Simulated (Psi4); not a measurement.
**One shape, several levels: PH3S (SMILES [PH3]=S)**

We compute a comparison of 3 runs (HF/STO-3G, B3LYP/6-31G*) of PH3S. 

The results are computed with Psi4 1.11.

3 further runs of the same task are left out: 3 that didn't finish.

## (1) The molecule

PH3S: 5 atoms, total charge 0, spin state singlet. As SMILES, `[PH3]=S`. The P1–S2 distance was set to 4.211 Å, away from the relaxed value. At this shape a bond of the SMILES string is far longer than usual.

Bond lengths: P1–H3 1.394 Å, P1–H4 1.394 Å, P1–H5 1.394 Å. Angles: H3–P1–H4 99.6°, H3–P1–H5 99.4°, H4–P1–H5 99.4°.

## (2) Energy and gradient at HF/STO-3G (run 1)

job.json

```json
{
 "schema_name": "qcschema_input",
 "schema_version": 1,
 "molecule": {
  "schema_name": "qcschema_molecule",
  "schema_version": 2,
  "symbols": ["P", "S", "H", "H", "H"],
  "geometry": [-2.82816034, 2.10674983, -2.48811735, 2.38424855, -1.77849684, 2.09997705, -5.048135, 2.99214321, -1.37907488, -3.84934944, 0.84067112, -4.56086345, -2.03109276, 4.31580188, -3.68229198],
  "molecular_charge": 0,
  "molecular_multiplicity": 1,
  "fix_symmetry": "c1"
 },
 "driver": "gradient",
 "model": {
  "method": "scf",
  "basis": "STO-3G"
 },
 "keywords": {
  "reference": "rhf",
  "puream": true,
  "e_convergence": 1e-09,
  "d_convergence": 1e-08,
  "scf_type": "pk",
  "scf_properties": ["LOWDIN_CHARGES", "QUADRUPOLE", "MAYER_INDICES"]
 }
}
```

Launch:

```sh
$ psi4 --qcschema job.json -n 1 --memory 1600MB
```

stdout:

```text
[...]
  Running in c1 symmetry.
[...]
  Nuclear repulsion =   53.044682658111988
[...]
  Multiplicity = 1
[...]
  Nalpha       = 17
  Nbeta        = 17
[...]
    Number of basis functions: 21
[...]
   @RHF iter   1:  -730.50017425551755   -4.35100e-01   2.34194e-02 DIIS/ADIIS
[...]
   @RHF iter  13:  -731.66573769656986    5.68434e-13   8.16791e-09 DIIS
[...]
    Orbital Energies [Eh]
    ---------------------
    Doubly Occupied:
       1A    -90.634423     2A    -78.930761     3A     -8.558550
       4A     -7.245686     5A     -6.192533     6A     -6.184903
       7A     -6.184903     8A     -5.069822     9A     -5.069822
      10A     -5.067111    11A     -0.806986    12A     -0.724817
      13A     -0.471132    14A     -0.470822    15A     -0.284532
      16A     -0.231914    17A     -0.231914
[...]
  @RHF Final Energy:  -731.66573769656986
   => Energetics <=
    Nuclear Repulsion Energy =             53.0446826581119879
    One-Electron Energy =               -1124.6995778862001316
    Two-Electron Energy =                 339.9891575315184014
    Total Energy =                       -731.6657376965697495
[...]
 Multipole Moments:
 ------------------------------------------------------------------------------------
     Multipole            Electronic (a.u.)      Nuclear  (a.u.)        Total (a.u.)
 ------------------------------------------------------------------------------------
 L = 1.  Multiply by 2.5417464519 to convert [e a0] to [Debye]
 Dipole X            :          3.4348430           -3.6667497           -0.2319067
 Dipole Y            :         -2.5639883            2.7362973            0.1723090
 Dipole Z            :          3.0269218           -3.2307007           -0.2037789
 Magnitude           :                                                    0.3535491
 L = 2.  Multiply by 1.3450342976 to convert [e a0^2] to [Debye ang]
 Quadrupole XX       :       -265.3899674          248.9555790          -16.4343885
 Quadrupole XY       :        178.1113109         -179.5710799           -1.4597689
[...]
  -Total Gradient:
     Atom            X                  Y                   Z
    ------   -----------------  -----------------  -----------------
       1       -0.013459114148     0.009820909557    -0.011679931297
       2        0.000663354479    -0.000494370557     0.000583636995
       3       -0.005414042499    -0.001126963785     0.016440234643
       4        0.002942998548    -0.016080634788    -0.005731736763
       5        0.015266803645     0.007881059569     0.000387796456
[...]
```

The result, in JSON:

```text
{
 "driver": "gradient",
 "model": {
  "method": "scf",
  "basis": "STO-3G"
 },
 "success": true,
 "return_result": [-0.013459114147924667, 0.009820909556963853, -0.011679931296745633, 0.0006633544793895527, -0.0004943705565588159, 0.0005836369948510895, -0.005414042499395533, -0.0011269637848148467, 0.016440234642958088, 0.0029429985480677184, -0.01608063478814395, -0.0057317367632448435, 0.015266803644772023, 0.007881059568586368, 0.00038779645561283493],
 "properties": {
  "calcinfo_nbasis": 21,
  "calcinfo_nmo": 21,
  "calcinfo_nalpha": 17,
  "calcinfo_nbeta": 17,
  "calcinfo_natom": 5,
  "nuclear_repulsion_energy": 53.04468265811199,
  "return_energy": -731.6657376965699,
  "return_gradient": [-0.013459114147924667, 0.009820909556963853, -0.011679931296745633, 0.0006633544793895527, -0.0004943705565588159, 0.0005836369948510895, -0.005414042499395533, -0.0011269637848148467, 0.016440234642958088, 0.0029429985480677184, -0.01608063478814395, -0.0057317367632448435, 0.015266803644772023, 0.007881059568586368, 0.00038779645561283493],
  "scf_one_electron_energy": -1124.6995778862001,
  "scf_two_electron_energy": 339.9891575315184,
  "scf_dipole_moment": [-0.2319067014058387, 0.17230903014533716, -0.2037789398018175],
  "scf_total_energy": -731.6657376965699,
  "scf_total_gradient": [-0.013459114147924667, 0.009820909556963853, -0.011679931296745633, 0.0006633544793895527, -0.0004943705565588159, 0.0005836369948510895, -0.005414042499395533, -0.0011269637848148467, 0.016440234642958088, 0.0029429985480677184, -0.01608063478814395, -0.0057317367632448435, 0.015266803644772023, 0.007881059568586368, 0.00038779645561283493],
  "scf_iterations": 13
 }
}
```

It took 3.6 s on 1 thread of AMD EPYC 7R43 (Zen 3), shared host; peak memory 0.18 GiB.

## (3) A single-point energy at B3LYP/6-31G(d) (spherical functions) (run 2)

h3ps.xyz

```xyz
5
H3PS
P     -1.496598     1.114844    -1.316655
S      1.261690    -0.941140     1.111260
H     -2.671358     1.583374    -0.729775
H     -2.036988     0.444864    -2.413505
H     -1.074808     2.283824    -1.948585
```

calc.py

```python
import psi4

psi4.set_memory(1600000000)
psi4.set_num_threads(1)
psi4.core.set_output_file('output.dat', False)

with open('h3ps.xyz') as f:
    atoms = ''.join(f.readlines()[2:])
geom = psi4.geometry('0 1\n' + atoms + 'symmetry c1\nno_reorient\nno_com')

psi4.set_options({
    'basis': '6-31G*',
    'puream': True,
    'e_convergence': 1e-09,
    'd_convergence': 1e-08,
    'scf_type': 'pk',
    'dft_radial_points': 99,
    'dft_spherical_points': 590,
})

E, wfn = psi4.energy('b3lyp', return_wfn=True)
print('E =', round(E, 9))
```

Launch:

```sh
$ python calc.py
```

output.dat:

```text
[...]
  Running in c1 symmetry.
[...]
  Nuclear repulsion =   53.044682609102260
[...]
  Multiplicity = 1
[...]
  Nalpha       = 17
  Nbeta        = 17
[...]
    Number of basis functions: 42
[...]
   @RKS iter   1:  -741.13740921979024   -4.48295e-01   5.64998e-03 DIIS/ADIIS
[...]
   @RKS iter  11:  -741.18221967713771   -2.03499e-11   7.32736e-09 DIIS
[...]
    Orbital Energies [Eh]
    ---------------------
    Doubly Occupied:
       1A    -88.897742     2A    -77.086428     3A     -7.967598
       4A     -6.577801     5A     -5.943788     6A     -5.919517
       7A     -5.919517     8A     -4.738722     9A     -4.738722
      10A     -4.734623    11A     -0.677970    12A     -0.652848
      13A     -0.425843    14A     -0.425585    15A     -0.286911
      16A     -0.247629    17A     -0.247628
[...]
  @RKS Final Energy:  -741.18221967713771
   => Energetics <=
    Nuclear Repulsion Energy =             53.0446826091022601
    One-Electron Energy =               -1128.8230791426221913
    Two-Electron Energy =                 374.8526944169510102
    DFT Exchange-Correlation Energy =     -40.2565175605686463
    Empirical Dispersion Energy =           0.0000000000000000
    VV10 Nonlocal Energy =                  0.0000000000000000
    Total Energy =                       -741.1822196771377094
[...]
 Multipole Moments:
 ------------------------------------------------------------------------------------
     Multipole            Electronic (a.u.)      Nuclear  (a.u.)        Total (a.u.)
 ------------------------------------------------------------------------------------
 L = 1.  Multiply by 2.5417464519 to convert [e a0] to [Debye]
 Dipole X            :         14.3996335          -15.2030054           -0.8033719
 Dipole Y            :        -10.6951070           11.2939142            0.5988072
 Dipole Z            :         12.6370891          -13.3443577           -0.7072686
 Magnitude           :                                                    1.2264605
[...]
```

On the terminal:

```text
E = -741.182219677
```

It took 9.6 s on 1 thread of AMD EPYC 7R43 (Zen 3), shared host; peak memory 0.46 GiB.

## (4) Energy and forces at B3LYP/6-31G(d) (Cartesian functions) (run 3)

calc.inp

```
memory 1600 mb

molecule {
  P     -2.82816034     2.10674983    -2.48811735
  S      2.38424855    -1.77849684     2.09997705
  H     -5.04813500     2.99214321    -1.37907488
  H     -3.84934944     0.84067112    -4.56086345
  H     -2.03109276     4.31580188    -3.68229198
  units au
  symmetry c1
}

set basis 6-31G*
set reference rks
set puream false
set e_convergence 1e-09
set d_convergence 1e-08
set scf_type pk
set dft_radial_points 99
set dft_spherical_points 590

e_tot, wfn = gradient('b3lyp', return_wfn=True)
oeprop(wfn, 'MULLIKEN_CHARGES', 'LOWDIN_CHARGES', 'DIPOLE', title='B3LYP')
```

Launch:

```sh
$ psi4 -i calc.inp -o calc.out -n 1
```

calc.out:

```text
[...]
  Running in c1 symmetry.
[...]
  Nuclear repulsion =   53.044682658111988
[...]
  Multiplicity = 1
[...]
  Nalpha       = 17
  Nbeta        = 17
[...]
    Number of basis functions: 44
[...]
   @RKS iter   1:  -741.14075601950799   -4.49077e-01   5.86556e-03 DIIS/ADIIS
[...]
   @RKS iter  11:  -741.18770442405889   -1.62572e-11   9.27120e-09 DIIS
[...]
    Orbital Energies [Eh]
    ---------------------
    Doubly Occupied:
       1A    -88.915085     2A    -77.105643     3A     -7.970590
       4A     -6.582468     5A     -5.947472     6A     -5.923200
       7A     -5.923200     8A     -4.744152     9A     -4.744152
      10A     -4.740048    11A     -0.677910    12A     -0.652870
      13A     -0.425775    14A     -0.425517    15A     -0.286912
      16A     -0.247633    17A     -0.247633
[...]
  @RKS Final Energy:  -741.18770442405889
   => Energetics <=
    Nuclear Repulsion Energy =             53.0446826581119879
    One-Electron Energy =               -1128.7093526439798552
    Two-Electron Energy =                 374.7078171554240953
    DFT Exchange-Correlation Energy =     -40.2308515936151849
    Empirical Dispersion Energy =           0.0000000000000000
    VV10 Nonlocal Energy =                  0.0000000000000000
    Total Energy =                       -741.1877044240590067
[...]
  -Total Gradient:
     Atom            X                  Y                   Z
    ------   -----------------  -----------------  -----------------
       1       -0.021385636596     0.015852018114    -0.018758956668
       2        0.004317096597    -0.003217423523     0.003799338491
       3        0.009565635027    -0.004912744940     0.000036339479
       4        0.006326793630     0.000933536664     0.008646022698
       5        0.001175701473    -0.008655408405     0.006277172399
[...]
 Multipole Moments:
 ------------------------------------------------------------------------------------
     Multipole            Electronic (a.u.)      Nuclear  (a.u.)        Total (a.u.)
 ------------------------------------------------------------------------------------
 L = 1.  Multiply by 2.5417464519 to convert [e a0] to [Debye]
 Dipole X            :          2.8630775           -3.6667497           -0.8036722
 Dipole Y            :         -2.1372655            2.7362973            0.5990318
 Dipole Z            :          2.5231668           -3.2307007           -0.7075339
 Magnitude           :                                                    1.2269198
[...]
  Mulliken Charges: (a.u.)
   Center  Symbol    Alpha    Beta     Spin     Total
       1     P     7.53045  7.53045  0.00000 -0.06089
       2     S     8.04742  8.04742  0.00000 -0.09484
       3     H     0.47403  0.47403  0.00000  0.05193
       4     H     0.47404  0.47404  0.00000  0.05193
       5     H     0.47406  0.47406  0.00000  0.05188
   Total alpha = 17.00000, Total beta = 17.00000, Total charge = -0.00000
  Lowdin Charges: (a.u.)
   Center  Symbol    Alpha    Beta     Spin     Total
       1     P     7.53387  7.53387  0.00000 -0.06773
[...]
```

Wall time 13 s (1 thread of AMD EPYC 7R43 (Zen 3), shared host); peak memory 0.47 GiB.

## (5) Overview of the runs

```
run                               level      task         integration grid  energy (Eh)  dipole moment (D)  HOMO energy (eV)  LUMO energy (eV)  wall time
  1                           HF/STO-3G  gradient                        –  -731.665738               0.90             -6.31              4.53      3.6 s
  2  B3LYP/6-31G* (spherical functions)    energy  99 radial × 590 angular  -741.182220               3.12             -6.74             -5.72      9.6 s
  3  B3LYP/6-31G* (Cartesian functions)  gradient  99 radial × 590 angular  -741.187704               3.12             -6.74             -5.72       13 s
```

## (6) Results

| quantity | value |
| --- | --- |
| run 3: total energy | -741.18770 Eh |
| run 3: dipole moment | 3.12 D |
| run 3: HOMO energy | -6.74 eV |
| run 3: LUMO energy | -5.72 eV |
| run 3: HOMO–LUMO gap | 1.02 eV |
| run 3: largest force on an atom | 1.675 eV/Å |

**Reading.** The dipole moment (its size) runs from 0.90 D (HF/STO-3G) to 3.12 D (B3LYP/6-31G*). The two ends differ in method and basis. The HOMO–LUMO gap runs from 1.02 eV (B3LYP/6-31G*) to 10.85 eV (HF/STO-3G). In run 1 the basis is minimal, so the values are rough. In runs 1, 2, 3 a closed-shell determinant meets a far-stretched bond, which it describes badly. All runs together took 26 s, the longest 13 s.
